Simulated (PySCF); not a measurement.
# Solvent effects on NMR parameters

Structure with atom numbers: `[PH2:1][BH:2][PH2:3]` (H(Xn): hydrogen on atom n).

GIAO PBE0/pcSseg-1 in PySCF 2.14.0 with density-fitted response routines on one PBE0-D3(BJ)/def2-SVP conformer, non-relativistic, equivalent nuclei averaged. Solvents enter as an IEF-PCM continuum (chloroform with ε = 4.7) around the gas-phase geometry. Shifts are referred to BF3·OEt2, TMS computed in the same medium.

Gas phase, δ in ppm: B2 92.4, H(B2) 9.08, H(P1)/H(P3) 3.56. Dipole moment 0.19 D.

(1) How does each δ change in the continuum?

(2) Which nuclei move most (in ppm), and what does the model miss?

Answers

(1) 
| atoms | environment | Δδ, chloroform |
| --- | --- | --- |
| B2 | boron bonded to 2 P, H | +1.7 |
| H(B2) | hydrogen on a boron bonded to 2 P | +0.01 |
| H(P1)/H(P3) | hydrogen on a phosphorus bonded to B | +0.16 |

Changes are relative to the gas phase. The dipole moment becomes 0.27 D in chloroform.

(2) B2 (boron bonded to 2 P, H, +1.7 ppm) in chloroform. A continuum only polarises the solute; specific hydrogen bonds, the anisotropy of aromatic solvents and changes of geometry or conformer are outside it.
